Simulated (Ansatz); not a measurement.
Reaction (atomization): `C12C3C1C1C2C31` → 6 C• + 6 H•

Program: Ansatz. Geometries: PBE0-D4/def2-TZVP. ΔE: electronic, gas phase. CCSD(T)/CBS is the MP2 limit (def2-TZVPP, def2-QZVPP) plus CCSD(T) − MP2 in def2-TZVPP, frozen cores. This one scheme is used for every species, atoms too. Functionals use def2-TZVPP. HSE06 is defined as in plane-wave codes. No spin–orbit coupling; open shells (•) take unrestricted orbitals. Spin–orbit coupling would lower the free atoms: a little for C.

`C12C3C1C1C2C31`:

Cartesian coordinates in Å:
```
C 0.712 0.281 0.880
C 0.883 0.455 -0.612
C -0.266 1.131 0.101
C -1.152 -0.114 -0.145
C -0.174 -0.964 0.633
C -0.003 -0.790 -0.858
H 1.377 0.562 1.685
H 1.703 0.894 -1.162
H -0.490 2.184 0.199
H -2.216 -0.242 -0.282
H -0.350 -1.865 1.204
H -0.023 -1.533 -1.643
```

```tsv
level	ΔE (kJ/mol)	difference from CCSD(T)/CBS
revPBE-D4	5312.0	88.1
r2SCAN-D4	5270.3	46.4
r2SCAN0-D4	5205.2	-18.7
HSE06-D4	5366.9	143.0
CAM-B3LYP-D4	5248.4	24.5
ωB97X-V	5274.3	50.4
ωB97M-V	5273.6	49.7
r2SCANh	5237.1	13.2
BHLYP	5018.5	-205.4
HF/def2-SVP	3860.3	-1363.6
CCSD(T)/CBS	5223.9	0
```

Largest T1 diagnostic among the species: 0.009.

The D4 term adds +41.2 kJ/mol with B3LYP and +21.2 kJ/mol with PBE0; it sums over pairs of atoms, weighted by their polarisabilities, and B3LYP, whose exchange is more repulsive, gets the larger term. From BLYP to BHLYP (50 % exact exchange), in def2-TZVPP and without D4, ΔE moves by −123.4 kJ/mol: exact exchange takes away binding that semilocal exchange gives to molecules.

B3LYP here is the variant with VWN-RPA as its local correlation; programs differ in this.

For atomizations the MP2-based limit and the directly extrapolated one differ by several kJ/mol either way, and by 10 to 25 for some Ge, Se and Sn compounds, so smaller differences from it don't rank the levels.
